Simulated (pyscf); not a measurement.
Structures and frequencies: ωB97X-D3(BJ)/def2-SVP in PySCF.

Q: For the elementary gas-phase step `[OH2]` + `[NH2][Zr]([OH])([Cl])[Cl]` → `[OH][Zr]([OH])([Cl])[Cl]` + `[NH3]` (singlet surface; H–O, N–Zr broken, O–Zr, H–N formed), what barrier and reaction energy does ωB97M-D3(BJ)/def2-TZVP give, measured from the separated reactants?

A: ΔE‡ = -7.0 kcal/mol, ΔE = -16.3 kcal/mol. Zero-point energy shifts the barrier by +0.5 kcal/mol. It is a four-centre exchange, with an imaginary mode of 740i cm⁻¹. On the reactant side the descent ends in an adduct with a O–Zr contact, 14.7 kcal/mol under the separated species and 5.7 kcal/mol under the saddle at ωB97X-D3(BJ)/def2-TZVP. On the product side the descent ends in an adduct with a N–Zr contact, 22.8 kcal/mol under the separated species and 29.5 kcal/mol under the saddle at ωB97X-D3(BJ)/def2-TZVP. At ωB97M-D3(BJ) the saddle lies under the separated reactants, which points to a path from their complex (located at ωB97X-D3(BJ) alone). What is counted as formed (O–Zr) is already present as a longer contact in the reactant adduct; forming that adduct is a step of its own. What is counted as broken (N–Zr) persists as a longer contact in the product adduct; parting that adduct is a step of its own. One saddle was located; it need not be the lowest between these sides. Elements past Kr carry the def2 core potentials, without spin-orbit coupling.
